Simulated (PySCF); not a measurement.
Species: C2F3N.
Atom-mapped SMILES: `[C-:1]#[N+:2][C:3]([F:4])([F:5])[F:6]`

Theory: PySCF, PBE0-D3(BJ)/def2-SVP geometry optimisation, gas phase.

Some entries are withheld. Bonds in one row agree within 0.01 Å.

```tsv
coordinate	value
C1≡N2	?
N2–C3	?
C3–F4, C3–F5, C3–F6	?
C1–N2–C3	?
N2–C3–F4	?
F4–C3–F5	?
```

Q: Estimate the withheld lengths and angles.

A: 
- C1≡N2 = 1.177 Å, drawn triple (isocyanide carbon to isocyanide nitrogen); 0.22 Å below the sum of covalent radii, 1.40 Å.
- N2–C3 = 1.403 Å, drawn single (isocyanide nitrogen to CF3 carbon); 0.07 Å below the sum of covalent radii, 1.47 Å.
- C3–F4, C3–F5, C3–F6 = 1.321 Å, drawn single (CF3 carbon to fluorine of a CF3 group); 0.01 Å below the sum of covalent radii, 1.33 Å.
- C1–N2–C3 = 179.9°, at the isocyanide nitrogen; the outer atoms are 2.580 Å apart.
- N2–C3–F4 = 110.0°, at the CF3 carbon; the outer atoms are 2.231 Å apart.
- F4–C3–F5 = 108.9°, at the CF3 carbon; the outer atoms are 2.149 Å apart.

Radii are Cordero's, carbon taken as 0.76, 0.73 or 0.69 Å for four, three, and two or fewer neighbours.

PBE0-D3(BJ)/def2-SVP frequencies: not computed here.
